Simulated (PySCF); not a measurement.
Isomers of C4H4N2. Level of theory: PBE0-D3(BJ)/def2-SVP geometry optimisation, gas phase in PySCF 2.14.0. Energies are electronic, without zero-point or thermal terms, for one conformer each. No frequencies were run at this level. Point groups hold within 0.08 Å.

Question: Order them by energy at this level, lowest first, and give relative energies in kcal/mol.
A. `CC(C#N)C#N`
B. `[CH2:1]=[N:2]/[CH:3]=[CH:4]/[C:5]#[N:6]` with C1–N2–C3–C4 180°

Answer: A (0.0), B (12.7).

As drawn, the higher has a C=N bond and a C=C bond outside aromatic rings, which the lower lacks.

```json
{"SMILES": "CC(C#N)C#N", "E (Eh)": "-263.78602", "E rel (kcal/mol)": "0.0", "dipole (D)": "4.14", "point group": "Cs", "A, B, C (MHz)": "5638, 2843, 2012"}
{"SMILES": "C=N/C=C/C#N", "E (Eh)": "-263.76575", "E rel (kcal/mol)": "12.7", "dipole (D)": "4.38", "point group": "Cs", "A, B, C (MHz)": "29288, 1512, 1437"}
```
